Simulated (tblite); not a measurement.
Compound: phenazine, C₁₂H₈N₂.
InChI=1S/C12H8N2/c1-2-6-10-9(5-1)13-11-7-3-4-8-12(11)14-10/h1-8H

Calculated harmonic vibrations of the isolated species, GFN2-xTB (tblite), most abundant isotopes, no scaling. Against measured fundamentals such values can be off by several per cent, at times by over 20.

Harmonic wavenumbers (cm⁻¹): 84.7, 88.7, 216.8, 231.0, 253.3, 339.6, 408.1, 418.3, 430.2, 446.5, 454.4, 491.8, 554.9, 570.5, 580.3, 654.6, 711.2, 743.4, 769.2, 769.5, 780.2, 865.5, 871.1, 876.8, 877.6, 879.7, 914.8, 918.3, 930.2, 930.6, 1047.4, 1051.4, 1138.2, 1147.2, 1163.5, 1168.1, 1192.8, 1238.4, 1241.7, 1298.4, 1311.6, 1341.1, 1355.0, 1409.1, 1419.8, 1459.7, 1482.2, 1503.2, 1520.3, 1541.5, 1605.1, 1621.9, 3078.0, 3078.3, 3086.1, 3086.6, 3100.2, 3101.0, 3102.7, 3103.5.

A = 2196, B = 485.8, C = 397.8 MHz; mass 180.069 u (most abundant isotopes); point group D2h, symmetry number 4.

**Question.** Zero-point energy?

**Answer.** ½Σν̃ = 36028 cm⁻¹ = 430.99 kJ/mol.

**Question.** Give the ideal-gas entropy at 298.15 K and 1 bar in the rigid-rotor, harmonic-oscillator model (classical rotation).

**Answer.** Translation 173.63, rotation 118.20, vibration 101.62: S = 393.4 J/(mol K).

**Question.** And Cp and H(298.15 K) − H(0)?

**Answer.** Cp = 179.55 J/(mol K), of which vibrations give 146.29 (their classical limit is 60 R = 498.9); H(298.15 K) − H(0) = 28.18 kJ/mol without the zero-point energy, 18.26 from vibrations.

**Question.** How do the functions run with temperature in this model?

**Answer.** 
```csv
T (K),S (J/(mol K)),Cp (J/(mol K)),H − H(0) (kJ/mol),G − H(0) (kJ/mol),ln q(vib)
150,305.2,89.4,8.38,-37.40,1.63
250,364.5,149.4,20.25,-70.88,3.71
400,454.7,238.9,49.56,-132.33,7.51
600,569.3,325.5,106.66,-234.91,13.19
900,717.0,400.3,216.70,-428.59,21.76
```

q(vib) and H(0) count from the zero-point level.

**Question.** What must be added to the electronic energy to get the Gibbs energy at 298.15 K and 1 bar?

**Answer.** ZPE + [H(298.15 K) − H(0)] − T·S = 430.99 + 28.18 − 117.30 = 341.87 kJ/mol.

Hindered rotation and anharmonicity are outside this model.
